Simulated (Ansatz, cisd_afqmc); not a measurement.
Species: CH3Cl, charge 0, singlet. CH3Cl (SMILES CCl).
NHTBH set geometry:
```xyz
5

C      0.0000     0.0000    -1.1259
Cl     0.0000     0.0000     0.6568
H      0.0000     1.0280    -1.4703
H      0.8903    -0.5140    -1.4703
H     -0.8903    -0.5140    -1.4703
```

Total energies in aug-cc-pV(D+d)Z, 14 correlated electrons, 6 frozen orbitals. Radicals and triplets start from unrestricted determinants; spin-orbit coupling is neglected. Correlated methods leave the cores frozen. No relativity. The Monte Carlo rows (phaseless AFQMC, CISD trial, step 0.005/hartree) carry one-sigma bars that omit the constraint's bias. Outlying blocks are dropped, and bars are widened where a walk drifts. Over all cases where full CI ran beside it in this data, AFQMC minus full CI had a median of +0.1 mEh and passed +0.4 mEh in a tenth of the cases.

| method | program | energy (Eh) | minus CCSDT(Q) (mEh) |
|---|---|---|---|
| HF | Ansatz | -499.12407 | 348.68 |
| MP2 | Ansatz | -499.43029 | 42.46 |
| CCSD | Ansatz | -499.46150 | 11.25 |
| CCSD(T) | Ansatz | -499.47144 | 1.31 |
| CCSDT(Q) | Ansatz | -499.47275 | 0.00 |
| AFQMC/CISD | cisd_afqmc | -499.4730 ± 0.0004 | -0.3 ± 0.4 |

Rough core times of Ansatz's runs on a shared machine: CCSD(T) under 20 s, CCSDT(Q) 3 min.

Ansatz is a program for electronic structure.
